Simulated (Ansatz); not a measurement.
C2H5NOS can be A, `SC1NCO1`, or B, `N=CSCO`.

Gas-phase electronic energies from Ansatz, PBE0-D4/def2-TZVP geometries. CBS: MP2 limit from def2 TZ/QZ plus the TZ coupled-cluster correction, frozen cores. Functionals use def2-TZVPP. B3LYP here is the variant with VWN-RPA as its local correlation; programs differ in this. One conformer a species, not always the lowest.

**Question.** Which is lower in electronic energy at CCSD(T)/CBS, and by how much? (Estimate.)

**Answer.** Ansatz gave: B, by 79.8 kJ/mol.

**Question.** Give E(B) − E(A) in kJ/mol with PBE0-D4, CCSD(T)/def2-TZVPP, MP2/def2-TZVPP, PBE-D4, B3LYP, ωB97M-V, B3LYP-D4. (Estimate.)

**Answer.** Ansatz gave: PBE0-D4 -69.2, CCSD(T)/def2-TZVPP -77.0, MP2/def2-TZVPP -79.1, PBE-D4 -81.8, B3LYP -87.5, ωB97M-V -71.6, B3LYP-D4 -88.0. None reverses the order clearly.

Largest T1 diagnostic: 0.014.

From PBE to PBE0 (25 % exact exchange), in def2-TZVPP and without D4, E(B) − E(A) moves by +12.6 kJ/mol. In def2-TZVPP, CCSD(T) changes the Hartree–Fock value by −7.8 kJ/mol (the triples alone add −5.0 kJ/mol) and MP2 by −9.8 kJ/mol.
